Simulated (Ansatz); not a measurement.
Rutile TiO₂, treated with PBE (Ansatz, a quantum-chemistry and plane-wave program, PAW).

Numerical settings: plane-wave cutoff 500 eV, 10×10×14 k mesh (along the axes of the cell as run), Fermi–Dirac smearing 0.05 eV, no spin polarisation, scalar-relativistic PAW data made under PBE.

Computed at the level's own relaxed cell.

Problem. Estimate the volume per atom, equilibrium lattice constant a, c axis length and band gap that the calculation returns.

Solution. 
volume per atom: 10.65 Å³/atom
equilibrium lattice constant a: 4.643 Å
c axis length: 2.964 Å
band gap: 1.86 eV (on the SCF k mesh)

Measured, for comparison: lattice constant a 4.587 Å, lattice parameter c 2.954 Å (15 K, zero-point motion not removed; as tabulated in Burdett, Hughbanks, Miller, Richardson, Smith, powder neutron diffraction …). Computed (rounded) less measured: lattice constant a +1.2 %, lattice parameter c +0.3 %.
